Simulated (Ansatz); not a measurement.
Energy needed to pull apart BH₃O (SMILES BO), singlet, into free ground-state atoms, from the structure below (displaced at random from a GFN2-xTB minimum); no zero-point or spin–orbit terms; open-shell atoms are treated unrestricted, in their ground-state multiplicity.

B1  (-0.222, -0.361, 0.067)
O2  (0.412, 0.773, 0.351)
H3  (-0.792, -0.894, 0.987)
H4  (-0.283, -0.830, -1.032)
H5  (0.957, 1.238, -0.378)
(Å)

Ansatz 0.2.0; basis: def2-TZVPP; cores frozen in the correlated methods. B3LYP uses VWN-RPA correlation.

```csv
method,atomization energy (kcal/mol)
PBE-D4,438.2
r2SCAN-D4,?
PBE0-D4,429.6
B3LYP-D4,434.5
LC-wPBE,430.6
wB97M-V,434.7
HF,325.5
MP2,?
CCSD,417.3
CCSD(T),422.3
```

Problem. What does r2SCAN-D4 give? (Judge from chemistry; the value comes from the calculation.)

Solution. Computed: 434.0 kcal/mol, which is about 11.7 kcal/mol more than CCSD(T)/def2-TZVPP.

Problem. What does MP2 give? (Judge from chemistry; the value comes from the calculation.)

Solution. By the calculation: 430.2 kcal/mol, which is about 7.9 kcal/mol more than CCSD(T)/def2-TZVPP.

In triple zeta the MP2 and coupled-cluster atomization energies are still short of their basis limit by a few kcal/mol a bond, whereas those of the functionals are nearly converged, so these differences are not deviations from converged CCSD(T).

No T1 diagnostic of these runs exceeds 0.014.

For scale, one of the runs: CCSD(T)/def2-TZVPP forces, 104 basis functions, launched by `ansatz run in.yaml --threads 4 --pin off --events-out ev --progress --plain --max-ram 5222MiB`. Time: 8.5 s of wall clock on 4 CPU threads of an Arm Neoverse N1; the host was shared. Peak host memory: 0.61 GiB.
